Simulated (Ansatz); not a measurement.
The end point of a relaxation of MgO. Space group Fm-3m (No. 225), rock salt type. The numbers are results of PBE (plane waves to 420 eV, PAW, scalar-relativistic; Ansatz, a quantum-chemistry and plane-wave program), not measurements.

Space group Fm-3m (No. 225); a = b = c = 4.254 Å, α = β = γ = 90.00°

```
atom  site  symmetry       x       y       z
----  ----  --------  ------  ------  ------
Mg      4a      m-3m  0.0000  0.0000  0.0000
O       4b      m-3m  0.5000  0.5000  0.5000
```
(The calculation used a cell of 2 atoms; values per cell refer to that cell.)

**Question.** Give the band gap at the level PBE.

**Answer.** 4.46 eV, direct at Γ (no spin-orbit coupling).

No spin polarisation in the result.

Measured for MgO: a 4.189 Å (static lattice; corrected from measurement; as listed in Daniel Mejia-Rodriguez, S. B. Trickey, Phys. Rev. B (2018)); gap 8.36 eV (static lattice; corrected from measurement; as listed in Wei Chen et al., Physical Review Materials (2018)). Computed minus measured — a: PBE +1.6 %; gap: PBE -3.90 eV. The computed values are for a static lattice, and a measured gap can be an optical one, lowered by exciton binding.

The run could not lose the symmetry of its start.
